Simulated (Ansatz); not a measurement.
# C₄H₇N: up Jacob's ladder to CCSD(T)

One table from this session's results is given with a row withheld; the runs are named, their logs left out.

Method: functionals in def2-TZVPP, the program's frozen cores in correlated methods; program: Ansatz 0.2.0, Gaussian basis.

The runs, in order: LDA (SPW92), PBE-D4, revPBE-D4, BLYP-D4, r2SCAN-D4, B97M-V, PBE0-D4, B3LYP-D4, r2SCANh-D4, r2SCAN0-D4, HSE06-D4, BHLYP-D4, CAM-B3LYP-D4, LC-ωPBE, ωB97X-V, ωB97M-V, B2PLYP, PBE-QIDH; CCSD(T)/def2-SVP; CCSD(T)/def2-TZVPP; MP2/def2-QZVPP; extrapolation to the limit; RPA on PBE.

**The geometry**

All runs share one geometry, relaxed beforehand with PBE0-D4 in a triple-zeta def2 set.

SMILES `C#CC(C)N`, 12 atoms, charge 0, spin multiplicity 1.

Atoms are counted from 1 here; the program's logs count them from 0.

Bond lengths: C1–C2 1.202 Å, C1–H6 1.064 Å, C2–C3 1.467 Å, C3–C4 1.522 Å, C3–N5 1.459 Å, C3–H7 1.096 Å, C4–H8 1.091 Å, C4–H9 1.093 Å, C4–H10 1.091 Å, N5–H11 1.013 Å, N5–H12 1.014 Å. Angles: C2–C1–H6 179.8°, C1–C2–C3 178.3°, C2–C3–C4 110.9°, C2–C3–N5 113.5°, C2–C3–H7 107.5°, C4–C3–N5 109.6°, C4–C3–H7 108.1°, N5–C3–H7 106.9°, C3–C4–H8 109.4°, C3–C4–H9 110.3°, C3–C4–H10 110.9°, H8–C4–H9 108.7°, H8–C4–H10 109.5°, H9–C4–H10 108.0°, C3–N5–H11 109.9°, C3–N5–H12 109.2°, H11–N5–H12 106.3°.

Set-up of the first run:

in.yaml

```yaml
crystal:
  periodic: [false, false, false]
  atoms:
    - {symbol: C, position_ang: [-0.913397, 1.987435, -0.915853]}
    - {symbol: C, position_ang: [-0.285904, 1.018609, -0.581957]}
    - {symbol: C, position_ang: [0.448012, -0.189335, -0.188817]}
    - {symbol: C, position_ang: [0.528948, -0.307932, 1.326843]}
    - {symbol: N, position_ang: [-0.109862, -1.416955, -0.747182]}
    - {symbol: H, position_ang: [-1.466636, 2.847093, -1.211838]}
    - {symbol: H, position_ang: [1.468296, -0.096805, -0.578682]}
    - {symbol: H, position_ang: [1.112565, -1.190877, 1.590545]}
    - {symbol: H, position_ang: [-0.472034, -0.409630, 1.753598]}
    - {symbol: H, position_ang: [0.992685, 0.577542, 1.763056]}
    - {symbol: H, position_ang: [-0.162683, -1.343927, -1.756424]}
    - {symbol: H, position_ang: [-1.063090, -1.530416, -0.419087]}
basis:
  gaussian: {orbitals: def2-TZVPP}
hamiltonian: {xc: lda}
output: {orbitals: {seedname: orbitals}}
```

Run with:

```console
> ansatz run in.yaml --threads 4 --pin off --events-out ev --progress --plain --max-ram 10444MiB
```

Among the steps run: LDA; PBE-D4 (GGA); revPBE-D4 (GGA); BLYP-D4 (GGA); r2SCAN-D4 (meta-GGA); B97M-V (meta-GGA); B3LYP-D4 (hybrid); r2SCANh-D4 (hybrid); r2SCAN0-D4 (hybrid); HSE06-D4 (hybrid); BHLYP-D4 (hybrid); CAM-B3LYP-D4 (range-separated); LC-ωPBE (range-separated); ωB97X-V (range-separated); ωB97M-V (range-separated); B2PLYP (double hybrid); PBE-QIDH (double hybrid).

One of the session's tables, all rows but one given; the rest of the session is left out.

It belongs to the step «Frontier levels by functional». 

| functional | HOMO (eV) | LUMO (eV) | gap (eV) |
| --- | --- | --- | --- |
| LDA (SPW92) | -5.88 | -0.36 | 5.52 |
| PBE-D4 | -5.74 | -0.14 | 5.60 |
| revPBE-D4 | -5.68 | -0.04 | 5.64 |
| BLYP-D4 | -5.62 | -0.08 | 5.54 |
| r2SCAN-D4 | -6.04 | 0.27 | 6.31 |
| B97M-V | -6.17 | 0.13 | 6.30 |
| PBE0-D4 | -7.19 | 0.79 | 7.98 |
| B3LYP-D4 | -6.94 | 0.48 | 7.42 |
| r2SCANh-D4 | -6.58 | 0.61 | 7.19 |
| r2SCAN0-D4 | -7.40 | 1.09 | 8.49 |
| HSE06-D4 | -6.78 | 0.42 | 7.20 |
| BHLYP-D4 | -8.51 | 1.51 | 10.02 |
| CAM-B3LYP-D4 | -8.62 | 1.65 | 10.26 |
| LC-ωPBE | ? | ? | ? |
| ωB97X-V | -9.65 | 2.74 | 12.38 |
| ωB97M-V | -9.55 | 2.34 | 11.90 |

Q: Estimate the row for LC-ωPBE from the others.

As computed: HOMO (eV): -10.03; LUMO (eV): 2.93; gap (eV): 12.96. In the column «HOMO (eV)» it is the lowest.
